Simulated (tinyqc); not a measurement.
CCSD on RHF in the sto-6g basis, for H3O+, spin multiplicity 1, step by step. One step of it, computed by the program tinyqc.

Task: Orthogonalisation. S = U s U^T; symmetric (Loewdin) form X = U s^(-1/2) U^T, so that X^T S X = 1.

overlap S, lower triangle:
```
,1O 1s,1O 2s,1O 2px,1O 2py,1O 2pz,2H 1s,3H 1s,4H 1s
1O 1s,1.000000
1O 2s,0.231145,1.000000
1O 2px,0.000000,0.000000,1.000000
1O 2py,0.000000,0.000000,0.000000,1.000000
1O 2pz,0.000000,0.000000,0.000000,0.000000,1.000000
2H 1s,0.040936,0.394817,0.343980,0.000000,-0.014543,1.000000
3H 1s,0.040955,0.394936,-0.172061,0.297944,-0.014549,0.144020,1.000000
4H 1s,0.040955,0.394936,-0.172061,-0.297944,-0.014549,0.144020,0.144099,1.000000
```

Give: eigenvalues of S; X.

Result:

eigenvalues of S: 0.4122  0.5005  0.5006  0.9827  1.0038  1.3554  1.3555  1.8894

X, lower triangle:
```
,1O 1s,1O 2s,1O 2px,1O 2py,1O 2pz,2H 1s,3H 1s,4H 1s
1O 1s,1.0231
1O 2s,-0.1392,1.2266
1O 2px,0.0000,-0.0001,1.0895
1O 2py,0.0000,0.0000,0.0000,1.0895
1O 2pz,0.0007,-0.0074,0.0000,0.0000,1.0003
2H 1s,0.0169,-0.2200,-0.2231,0.0000,0.0080,1.1359
3H 1s,0.0169,-0.2201,0.1116,-0.1933,0.0080,-0.0470,1.1360
4H 1s,0.0169,-0.2201,0.1116,0.1933,0.0080,-0.0470,-0.0470,1.1360
```
